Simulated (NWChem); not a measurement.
Program: NWChem. System: C (-1), charge -1, spin multiplicity 4. Its SCF solution wasn't tested for a lower state. Level: UMP2/def2-TZVPD, 1 core orbitals frozen.

Input file:

```
start mol
memory heap 200 mb stack 900 mb global 1100 mb
charge -1
geometry units angstroms nocenter noautoz
  C      0.000000     0.000000     0.000000
  symmetry group D2h
end
basis spherical
  * library def2-tzvpd
end
scf
  uhf
  nopen 3
  maxiter 100
  thresh 1e-7
  semidirect memsize 60000000 filesize 0
  # guess.movecs holds the orbitals of an unrestricted PBE0 run
  vectors input guess.movecs output mol.movecs
end
mp2
  freeze core 1
end
task mp2 energy
```

NWChem printed:

```
             Northwest Computational Chemistry Package (NWChem) 7.3.0
             --------------------------------------------------------

                                NWChem Input Module
                                -------------------

 Scaling coordinates for geometry "geometry" by  1.889725989
 (inverse scale =  0.529177249)

                             Geometry "geometry" -> ""
                             -------------------------

 Output coordinates in angstroms (scale by  1.889725989 to convert to a.u.)

  No.       Tag          Charge          X              Y              Z
 ---- ---------------- ---------- -------------- -------------- --------------
    1 C                    6.0000     0.00000000     0.00000000     0.00000000

 Effective nuclear repulsion energy (a.u.)       0.0000000000

            Nuclear Dipole moment (a.u.)
            ----------------------------
        X                 Y               Z
 ---------------- ---------------- ----------------
     0.0000000000     0.0000000000     0.0000000000

      Symmetry information
      --------------------

 Group name             D2h
 Group number             26
 Group order               8
 No. of unique centers     1

      Symmetry unique atoms

     1


 Summary of "ao basis" -> "" (spherical)
 ------------------------------------------------------------------------------
       Tag                 Description            Shells   Functions and Types
 ---------------- ------------------------------  ------  ---------------------
 *                         def2-tzvpd                 on all atoms

 Summary of "ao basis" -> "ao basis" (spherical)
 ------------------------------------------------------------------------------
       Tag                 Description            Shells   Functions and Types
 ---------------- ------------------------------  ------  ---------------------
 C                         def2-tzvpd               13       37   6s3p3d1f

                                 NWChem SCF Module
                                 -----------------

  ao basis        = "ao basis"
[...]
  AO/Fock/Back tols     =   1.0D-09  1.0D-09  1.0D-09

 GA uses MA = F    GA memory limited = T

 Available:
  local mem=  1.26D+08
 global mem=  1.44D+08
 local disk=  0.00D+00
  mp2_memr nvloc                    32
  nvloc new                    32
   1 passes of   4:        3145728                       9190                    308343.
   1 passes of   4: M    126154640           G      144176462           F     123008912.

 Semi-direct pass number   1 of   1  for UHF alpha       at        0.3s
  vrange nnbf                   703
  mp2_eaftype                    10  avail_ma_in_mb                  1099
 EAF : mp2_eaftype filesize          10     154171.
  mp2_eaf for mointskh                     10
Node 0 wrote      0.7 Mb in      0.0 s     Agg I/O rate:  1006.1 Mb/s
 Done moints_semi at        0.5s
  mp2_eaftype                    10  avail_ma_in_mb                  1089
 EAF : mp2_eaftype filesize          10     154171.
  mp2_eaf for kh                    10
 Done maket at        0.5s
 Done multipass loop at        0.5s

 GA uses MA = F    GA memory limited = T

 Available:
  local mem=  1.26D+08
 global mem=  1.44D+08
 local disk=  0.00D+00
  mp2_memr nvloc                    35
  nvloc new                    35
   1 passes of   1:        3145728                       4542                     86054.
   1 passes of   1: M    126154640           G      144176462           F     123008912.

 Semi-direct pass number   1 of   1  for UHF beta        at        0.5s
  vrange nnbf                   703
  mp2_eaftype                    10  avail_ma_in_mb                  1099
 EAF : mp2_eaftype filesize          10      43027.
  mp2_eaf for mointskh                     10
Node 0 wrote      0.2 Mb in      0.0 s     Agg I/O rate:  1178.9 Mb/s
 Done moints_semi at        0.6s
  mp2_eaftype                    10  avail_ma_in_mb                  1089
 EAF : mp2_eaftype filesize          10      43027.
  mp2_eaf for kh                    10
 Done maket at        0.6s
 Done multipass loop at        0.6s

          -------------------------------------------
          SCF energy                 -37.703884450110
          Correlation energy          -0.092813493644
          Singlet pairs                0.000000000000
          Triplet pairs                0.000000000000
          Total MP2 energy           -37.796697943753
          -------------------------------------------

          ---------------------------------------------------
                    Spin Component Scaled (SCS) MP2
          Same spin pairs                     -0.029373003089
          Same spin scaling factor             0.333333333333
          Opposite spin pairs                 -0.063440490554
          Opposite spin scaling fact.          1.200000000000
          SCS-MP2 correlation energy          -0.085919589695
          Total SCS-MP2 energy               -37.789804039805
          ---------------------------------------------------

 -----------------------
 Performance information
 -----------------------

 Timer overhead =  1.48D-07 seconds/call

               Nr. of calls         CPU time (s)                 Wall time (s)                GFlops
             ---------------    -------------------     ------------------------------   -------------------
Name         Min   Avg   Max    Min     Avg     Max     Min     Avg     Max   Mx/calls   Min     Max     Sum
mp2: moin     2     2     2   0.29    0.29    0.29     0.29    0.29    0.29    0.14      0.0     0.0     0.0
mp2: make     2     2     2   8.72E-3 8.72E-3 8.72E-3  8.72E-3 8.72E-3 8.72E-3 4.36E-3   0.0     0.0     0.0
mp2: tota     1     1     1   0.37    0.37    0.37     0.37    0.37    0.37    0.37      0.0     0.0     0.0

 The average no. of pstat calls per process was 5.00D+00
 with a timing overhead of 7.38D-07s

 Task  times  cpu:        0.6s     wall:        0.6s

 Total times  cpu:        0.6s     wall:        0.6s
```
